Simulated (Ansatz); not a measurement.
# BSiH (triplet): from Hartree-Fock to the top rungs, def2-QZVPP

An exercise on one series of results from a longer session: the logs are not shown, and one member is left open.

Computed with Ansatz 0.2.0, Gaussian basis. Level: def2-QZVPP, core rule «outside noble gas», up to 6 orbitals frozen.

To be run: UHF; ROHF; CCSD(T) on UHF.

2 further runs of the same task are left out: 2 set aside as unsound or not needed.

## The system

The geometry is a PBE0/def2-TZVP stationary point (not a proven minimum) of the parent state, kept for this charge and spin.

3 atoms, charge 0, spin multiplicity 3.

Atoms are counted from 1 here; the program's logs count them from 0.

Bond lengths: Si1–B2 1.895 Å, B2–H3 1.186 Å. Angles: Si1–B2–H3 180.0°.

Set-up of the first run:

Input file in.yaml:

```yaml
crystal:
  periodic: [false, false, false]
  atoms:
    - {symbol: Si, position_ang: [0.000000, 0.000000, 1.658754]}
    - {symbol: B, position_ang: [0.000000, 0.000000, -0.236394]}
    - {symbol: H, position_ang: [0.000000, 0.000000, -1.422360]}
basis:
  gaussian: {orbitals: "def2-QZVPP.json"}
magnetization: {spin_polarized: true, initial_magnetization: 2}
hamiltonian: {xc: hf}
output: {orbitals: {seedname: orbitals}}
```

Launch:

```
> ansatz run in.yaml --threads 1 --pin off --events-out ev --progress --plain --max-ram 2393MiB
```

Steps of the session up to this table: UHF; ROHF; CCSD(T) on UHF.

One table of the session follows, with a row left open; its other results are not shown here.

```
  method  from UCCSD(T) (meV)
    ROHF                    ?
     UHF              +5580.5
    UMP2              +1009.6
   UCCSD               +271.4
UCCSD(T)                    0
```

Estimate the missing values for ROHF.

The run gave: from UCCSD(T) (meV): +5697.7. In the column «from UCCSD(T) (meV)» it is the highest.
